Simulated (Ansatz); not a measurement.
# Molecular dynamics, step by step

BHSF (SMILES FB[S]), doublet, BLYP-D4/6-31G (Ansatz 0.2.0). Settings (timestep in fs, temperature in K; T counts 6 degrees of freedom):

```yaml
hamiltonian: {xc: {name: BLYP}, dispersion: d4}
md: {n_steps: 40, timestep: 0.25, temperature: 300, ensemble: nvt_nose_hoover, seed: 451, initial_velocities: maxwell_boltzmann}
```

Start (the SMILES describes the start alone):

```
4
angstrom
F 1.1090 0.6818 -0.4209
B 0.1007 -0.0157 0.0585
S -1.4730 -0.0674 -0.7050
H 0.2633 -0.5988 1.0675
```

| step | time (fs) | potential energy less the start (meV) | kinetic energy (meV) | T (K) |
| --- | --- | --- | --- | --- |
| 0 | 0.00 | 0.0 | 77.6 | 300 |
| 2 | 0.50 | 1.5 | 76.1 | 294 |
| 4 | 1.00 | 3.3 | 74.3 | 287 |
| 6 | 1.50 | 3.6 | 74.1 | 286 |
| 8 | 2.00 | 0.5 | 77.1 | 298 |
| 10 | 2.50 | -6.7 | 84.3 | 326 |
| 12 | 3.00 | -17.6 | 95.3 | 368 |
| 14 | 3.50 | -30.7 | 108.3 | 419 |
| 16 | 4.00 | -43.7 | 121.2 | 469 |
| 18 | 4.50 | -54.4 | 131.9 | 510 |
| 20 | 5.00 | -61.4 | 138.9 | 537 |
| 22 | 5.50 | -64.1 | 141.6 | 548 |
| 24 | 6.00 | -63.0 | 140.5 | 543 |
| 26 | 6.50 | -59.1 | 136.6 | 528 |
| 28 | 7.00 | -54.0 | 131.5 | 509 |
| 30 | 7.50 | -49.2 | 126.6 | 490 |
| 32 | 8.00 | -45.9 | 123.3 | 477 |
| 34 | 8.50 | -45.1 | 122.5 | 474 |
| 36 | 9.00 | -47.2 | 124.5 | 482 |
| 38 | 9.50 | -52.0 | 129.3 | 500 |
| 40 | 10.00 | -58.9 | 136.1 | 526 |

Step 30, positions (Å) and forces (eV/Å):

```json
{"atom": "F1", "x": "1.146", "y": "0.707", "z": "-0.431", "Fx": "-0.357", "Fy": "-0.551", "Fz": "0.201"}
{"atom": "B2", "x": "0.083", "y": "-0.059", "z": "0.074", "Fx": "1.796", "Fy": "0.625", "Fz": "1.342"}
{"atom": "S3", "x": "-1.488", "y": "-0.068", "z": "-0.708", "Fx": "-1.264", "Fy": "-0.248", "Fz": "-0.577"}
{"atom": "H4", "x": "0.235", "y": "-0.585", "z": "1.195", "Fx": "-0.175", "Fy": "0.174", "Fz": "-0.966"}
```

Step 36, positions (Å) and forces (eV/Å):

```tsv
atom	x	y	z	Fx	Fy	Fz
F1	1.155	0.712	-0.433	-0.656	-0.802	0.401
B2	0.087	-0.065	0.083	1.677	0.767	1.130
S3	-1.494	-0.069	-0.710	-0.929	-0.230	-0.436
H4	0.221	-0.596	1.211	-0.092	0.265	-1.095
```

Step 38, positions (Å) and forces (eV/Å):

```
atom       x       y       z      Fx      Fy      Fz
  F1   1.157   0.714  -0.434  -0.735  -0.868   0.458
  B2   0.090  -0.066   0.086   1.591   0.831   0.980
  S3  -1.496  -0.069  -0.711  -0.807  -0.221  -0.387
  H4   0.216  -0.599   1.211  -0.050   0.258  -1.052
```

Last step (40):

F1  (1.160, 0.715, -0.435)
B2  (0.092, -0.068, 0.090)
S3  (-1.499, -0.069, -0.712)
H4  (0.210, -0.601, 1.209)
(Å)

Hardware: 2 CPU threads of an Arm Neoverse V1, shared host. Wall time about 23 s.
